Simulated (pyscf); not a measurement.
PySCF, gas phase, ωB97X-D3(BJ)/def2-SVP geometries.

Estimate the classical barrier height and the reaction energy of Cl–SiH•–Cl + NH₃ → HCl + H₂N–SiH•–Cl at ωB97M-D3(BJ)/def2-TZVP. The step runs on the doublet surface, breaks Cl–Si, H–N and forms Cl–H, N–Si; take the separated reactants as zero.

ΔE‡ = 0.57 eV, ΔE = +0.42 eV. Zero-point energy shifts the barrier by -0.06 eV. It is a four-centre exchange, with an imaginary mode of 856i cm⁻¹. On the reactant side the descent ends in an adduct with a N–Si contact, 0.38 eV under the separated species and 0.98 eV under the saddle at ωB97X-D3(BJ)/def2-TZVP. What is counted as formed (N–Si) is already present as a longer contact in the reactant adduct; forming that adduct is a step of its own. This is the saddle that the search found; another between the same sides may lie lower.
